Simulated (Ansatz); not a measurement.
# CH3FS: the cost of one run

All numbers below are computed with Ansatz 0.2.0 (RKS PBE0-D4/def2-mTZVP).

## Step 1: The structure to begin with

Bond lengths: F1–C2 1.358 Å, C2–S3 1.806 Å, C2–H4 1.133 Å, C2–H5 1.098 Å, S3–H6 1.377 Å. Angles: F1–C2–S3 111.2°, F1–C2–H4 102.1°, F1–C2–H5 108.7°, S3–C2–H4 111.7°, S3–C2–H5 110.5°, H4–C2–H5 112.2°, C2–S3–H6 94.7°.

Structure file:

```xyz
6

F     0.7018    0.1659   -1.2105
C    -0.0637   -0.4261   -0.2576
S    -0.8095    0.8007    0.8376
H     0.6917   -1.0714    0.2880
H    -0.8411   -1.0244   -0.7513
H     0.3628    1.4913    1.0477
```

## Step 2: Relaxing end A

input.yaml reads:

```yaml
crystal:
  periodic: [false, false, false]
  atoms:
    - { symbol: F, position_ang: [0.7018, 0.1659, -1.2105] }
    - { symbol: C, position_ang: [-0.0637, -0.4261, -0.2576] }
    - { symbol: S, position_ang: [-0.8095, 0.8007, 0.8376] }
    - { symbol: H, position_ang: [0.6917, -1.0714, 0.288] }
    - { symbol: H, position_ang: [-0.8411, -1.0244, -0.7513] }
    - { symbol: H, position_ang: [0.3628, 1.4913, 1.0477] }
basis:
  gaussian: { orbitals: def2-mTZVP }
hamiltonian:
  xc: pbe0
  dispersion: d4
relax:
  f_tol: 0.015
  max_steps: 40
```

Command:

```bash
ansatz run input.yaml --threads 1 --pin off --max-ram 2048MiB --backend cpu --events-out ev --progress --plain --runs-dir out
```

Q: Estimate wall time and peak memory on 1 thread of Intel Xeon 6975P-C (Granite Rapids), shared host.

About 8 s, with a peak of 0.15 GiB.
